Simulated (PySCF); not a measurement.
C3H4, charge +1, multiplicity 2. Atoms are numbered in the order given.

```xyz
7

C     -1.3107     0.0000     0.0000
C      0.0000     0.0000     0.0000
C      1.3107     0.0000     0.0000
H     -1.8727     0.8504    -0.3894
H     -1.8727    -0.8504     0.3894
H      1.8727    -0.8504    -0.3894
H      1.8727     0.8504     0.3894
```
Charge +1, spin multiplicity 2.

The structure is a stationary point at B3LYP-D3(BJ)/def2-TZVP. The spin state was assumed, not searched.

Method: PySCF with PBE0/def2-TZVPD.

The molecule is in vacuum.

Estimate the frontier levels, dipole moment and polarisability. (Estimate from the structure and the level; the computed values follow.)


```yaml
"α spin, highest occupied and lowest empty level": -14.58 and -8.73 eV
"β spin, highest occupied and lowest empty level": -15.82 and -11.14 eV
dipole_moment_about_the_centre_of_nuclear_charge: 0.00 D
mean_static_polarisability: 32.9 bohr³ (4.87 Å³)
polarisability_principal_values: 20.6, 23.1, 54.8 bohr³
"⟨S²⟩": 0.766 (pure state 0.75)
```
